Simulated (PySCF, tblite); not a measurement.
# C₄H₅FN radical: geometry, infrared bands and EPR parameters

What infrared bands and EPR parameters should C₄H₅FN radical (`F/C=C/[C@@H]1C[N]1`) show?

The runs use tblite 0.8.0 and PySCF 2.14.0, with density-fitted response routines of our own; the level of theory stands in each step. All values are computed, except where a source is named. Atoms are numbered from 0 throughout.

## Step 1: The molecule as given

11 atoms, charge 0, multiplicity 2; geometry from: force field or distance geometry start.

Bonds of the start (Å): F0–C1 1.38, C1–C2 1.33, C2–C3 1.50, C3–C4 1.51, C4–N5 1.41, N5–C3 1.45, C1–H6 1.09, C2–H7 1.08, C3–H8 1.10, C4–H9 1.11, C4–H10 1.10.

## Step 2: Geometry optimisation with GFN2-xTB

What the job is given:

```
{"job": {"kind": "relax", "xc": "GFN2-xTB", "basis": "xTB"}, "charge": 0, "multiplicity": 2}
F      2.841000     0.609100    -0.483000
C      1.593000     0.514300     0.106500
C      0.843000    -0.498300    -0.312500
C     -0.531200    -0.714000     0.239500
C     -1.548200     0.383300     0.004300
N     -0.896500     0.259800     1.251000
H      1.284800     1.210600     0.881600
H      1.181600    -1.174300    -1.084800
H     -0.964600    -1.723900     0.254700
H     -1.206600     1.093700    -0.776800
H     -2.590900     0.042300    -0.106400
```

The run is started by

```bash
> OMP_NUM_THREADS=1 python probes_run.py task.json out
```

This one command runs all jobs of the session in turn.

**Question.** This job is followed by: GFN2-xTB harmonic vibrations, gas phase; UKS B3LYP, pcH-1 on C F H N, non-relativistic, mean-field spin-orbit, GIAO. What will the session give for the following? strongest single infrared mode (GFN2-xTB); zero-point energy (GFN2-xTB); g(iso) (B3LYP); ⟨S²⟩; largest a(iso); surface potential, 1st and 99th percentile.

**Answer**, as computed:

| quantity | value |
| --- | --- |
| strongest single infrared mode (GFN2-xTB) | 1133 cm⁻¹, 173 km/mol |
| zero-point energy (GFN2-xTB) | 49.5 kcal/mol |
| g(iso) (B3LYP) | 2.00419 |
| ⟨S²⟩ | 0.754 (exact 0.75) |
| largest a(iso) | 1H on H10, 132.5 MHz |
| surface potential, 1st and 99th percentile | -1.53 V and 1.20 V |

In words: The optimisation took 64 steps and gained 0.345 eV; among the close pairs (by a distance rule), F0–C1 changed most, from 1.383 to 1.340 Å. No mode is imaginary among the 27: a minimum at this level. The strongest single mode, at 1133 cm⁻¹, is spread over many atoms; the largest shares are those of C1, F0. GFN2-xTB is a fitted tight-binding method: band positions and strengths are rough. Its intensities can rank the bands wrongly. N5 carries the largest spin population, 0.91 e. The isotropic g lies 1.9 ppt above the free-electron value.
